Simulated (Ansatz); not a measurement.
Geometry optimisation, RHF/cc-pVDZ in Ansatz 0.2.0.

Input file:

```yaml
crystal:
  periodic: [false, false, false]
  atoms:
    - { symbol: C, position_ang: [-1.0345, 0.8171, -0.3482] }
    - { symbol: C, position_ang: [0.1387, 0.6499, 0.1201] }
    - { symbol: Al, position_ang: [0.8671, -1.1635, 0.2428] }
    - { symbol: H, position_ang: [-1.6284, 0.0455, -0.696] }
    - { symbol: H, position_ang: [-1.4733, 1.8645, -0.4414] }
    - { symbol: H, position_ang: [0.7464, 1.5084, 0.447] }
    - { symbol: H, position_ang: [2.3989, -1.3722, 0.8425] }
    - { symbol: H, position_ang: [0.0771, -2.4069, -0.2226] }
basis:
  gaussian: { orbitals: cc-pVDZ }
hamiltonian:
  xc: hf
relax:
  f_tol: 0.015
  max_steps: 40
output:
  orbitals: {}
```

Run as:

```bash
$ ansatz run input.yaml --threads 1 --pin off --max-ram 2048MiB --backend cpu --events-out ev --progress --plain --runs-dir out
```

Q: Where does it end, and by what steps?

A: It converged. After 6 steps the energy has fallen by 0.314 eV; Al3 moved furthest, 0.07 Å.

| step | energy less start (eV) | largest force component (eV/Å) | accepted |
| --- | --- | --- | --- |
| 0 | 0.0000 | 4.511 | yes |
| 1 | -0.2805 | 1.040 | yes |
| 2 | -0.1706 | 1.739 | no |
| 3 | -0.3032 | 0.281 | yes |
| 4 | -0.3116 | 0.097 | yes |
| 5 | -0.3136 | 0.047 | yes |
| 6 | -0.3138 | 0.012 | yes |

```xyz
8
Properties=species:S:1:pos:R:3
C -1.042 0.848 -0.360
C 0.183 0.644 0.131
Al 0.936 -1.161 0.262
H -1.667 0.029 -0.704
H -1.487 1.837 -0.445
H 0.730 1.532 0.448
H 2.393 -1.407 0.843
H 0.047 -2.381 -0.231
```

Time of the run: 8.2 s on 1 thread of Arm Neoverse V1 (shared host), peak memory 0.11 GiB.
